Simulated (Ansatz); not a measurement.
Reaction (substitution at a C–C bond): `CC(=O)F` + H–F → `O=C(F)F` + CH₄

Calculated with Ansatz (gas phase, PBE0-D4/def2-TZVP geometries, no zero-point term in ΔE). CBS: MP2 limit from def2 TZ/QZ plus the TZ coupled-cluster correction, frozen cores. This one scheme is used for every species. Functionals use def2-TZVPP.

`CC(=O)F`:

Z-matrix (Å, degrees):
```
C
C 1 1.488
H 1 1.087 2 110.0
H 1 1.092 2 109.5 3 121.6
H 1 1.092 2 109.2 3 -121.1
O 2 1.179 1 129.3 3 2.0
F 2 1.351 1 110.5 3 -178.2
```

H–F:

Z-matrix (Å, degrees):
```
F
H 1 0.920
```

`O=C(F)F`:

Cartesian coordinates in Å:
```
O -0.674 0.452 -0.967
C -0.050 0.033 -0.071
F -0.501 -0.729 0.893
F 1.224 0.243 0.145
```

CH₄:

Z-matrix (Å, degrees):
```
C
H 1 1.090
H 1 1.090 2 109.5
H 1 1.090 2 109.5 3 -120.0
H 1 1.090 2 109.5 3 120.0
```

CCSD(T)/CBS gives +8.3 kcal/mol.

(1) Another level gave +4.8 kcal/mol. Which?
A. MP2/def2-TZVPP
B. CCSD(T)/def2-TZVPP
C. BHLYP-D4/def2-TZVPP
D. PBE/def2-TZVPP

Largest T1 diagnostic among the species: 0.014.

Results:

(1) C. BHLYP-D4 4.8, PBE 3.9, MP2/def2-TZVPP 7.1, CCSD(T)/def2-TZVPP 6.1 kcal/mol.

In def2-TZVPP, CCSD(T) changes the Hartree–Fock value by +3.3 kcal/mol (the triples alone add +0.1 kcal/mol) and MP2 by +4.3 kcal/mol. At CCSD(T), def2-SVP lies −8.1 kcal/mol from the extrapolated value and def2-TZVPP −2.1 kcal/mol.
